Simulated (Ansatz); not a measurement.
# BFH2O: the cost of one run

All numbers below are computed with Ansatz 0.2.0 (RKS PBE0-D4/def2-SVP).

### 1 The structure to begin with

Bond lengths: B1–F2 1.320 Å, B1–H3 1.190 Å, B1–O4 1.410 Å, O4–H5 1.010 Å. Angles: F2–B1–H3 120.0°, F2–B1–O4 120.0°, H3–B1–O4 120.0°, B1–O4–H5 109.5°.

Coordinates:

```xyz
5

B     0.0000    0.0000    0.0000
F     0.0000    0.0000    1.3200
H     1.0305    0.0000   -0.5950
O    -1.2211    0.0000   -0.7050
H    -1.7308   -0.8467   -0.4965
```

### 2 Preparing the start

The input, input.yaml:

```yaml
crystal:
  periodic: [false, false, false]
  atoms:
    - { symbol: B, position_ang: [0.0, 0.0, 0.0] }
    - { symbol: F, position_ang: [0.0, 0.0, 1.32] }
    - { symbol: H, position_ang: [1.0305, 0.0, -0.595] }
    - { symbol: O, position_ang: [-1.2211, 0.0, -0.705] }
    - { symbol: H, position_ang: [-1.7308, -0.8467, -0.4965] }
basis:
  gaussian: { orbitals: def2-SVP }
hamiltonian:
  xc: pbe0
  dispersion: d4
relax:
  f_tol: 0.02
  max_steps: 40
output:
  orbitals: {}
```

Run with:

```sh
$ ansatz run input.yaml --threads 1 --pin off --max-ram 2048MiB --backend cpu --events-out ev --progress --plain --runs-dir out
```

**Question.** How long does this run take on 1 thread of Arm Neoverse V2, shared host, and how much memory does it need?

About 7.8 s, with a peak of 0.12 GiB.
